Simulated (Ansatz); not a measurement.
Molecule: trans-butane, C4H10 (charge 0, singlet). 
Structure (B3LYP-D3(BJ)/def2-TZVP (Ansatz, a quantum-chemistry and plane-wave program) minimum search):
```xyz
14

C      0.6994     1.8273     0.0005
C      0.7016     0.3014     0.0009
C     -0.7016    -0.3014    -0.0009
C     -0.6994    -1.8273    -0.0005
H      1.7140     2.2299     0.0018
H     -1.7140    -2.2299    -0.0018
H      0.1846     2.2193     0.8812
H      0.1869     2.2190    -0.8816
H     -0.1869    -2.2190     0.8816
H     -0.1846    -2.2193    -0.8812
H      1.2502    -0.0651    -0.8732
H      1.2478    -0.0648     0.8765
H     -1.2478     0.0648    -0.8765
H     -1.2502     0.0651     0.8732
```
Charge 0, spin multiplicity 1.

Total electronic energies in hartree. Correlated levels leave the core frozen unless marked. No spin-orbit coupling. No relativistic terms. CBS marks a two-point X^-3 extrapolation of the correlation energy; Hartree-Fock from the larger set. The bracket is a focal-point correction in the basis named.

```csv
level,program,energy (Eh)
HF/cc-pVDZ,Ansatz,-157.31002
HF/cc-pVQZ,Ansatz,-157.36556
RI-HF/aug-cc-pVTZ,Ansatz,-157.35628
SVWN5/def2-TZVPD,Ansatz,-156.98079
PBE-D3(BJ)/def2-TZVPD,Ansatz + dftd3,-158.28029
PBE0-D3(BJ)/def2-TZVP,Ansatz + dftd3,-158.31416
PBE0-D4/def2-TZVP,Ansatz + dftd4,-158.31327
PBE0-D4/def2-TZVPD,Ansatz + dftd4,-158.31365
CAM-B3LYP-D4/def2-TZVPD,Ansatz + dftd4,-158.41775
CAM-B3LYP/def2-TZVPD,Ansatz,-158.41133
LC-wPBE-D4/def2-TZVPD,Ansatz + dftd4,-158.42568
LC-wPBE/def2-TZVPD,Ansatz,-158.41711
RI-MP2/cc-pVTZ,Ansatz,-158.07355
CCSD(T)/6-31G,Ansatz,-157.66773
"RI-MP2/CBS(cc-pVTZ,cc-pVQZ)+[CCSD(T)-MP2]/cc-pVTZ",Ansatz,-158.2388
```

Totals of different functionals don't rank their quality; only differences between species are comparable.
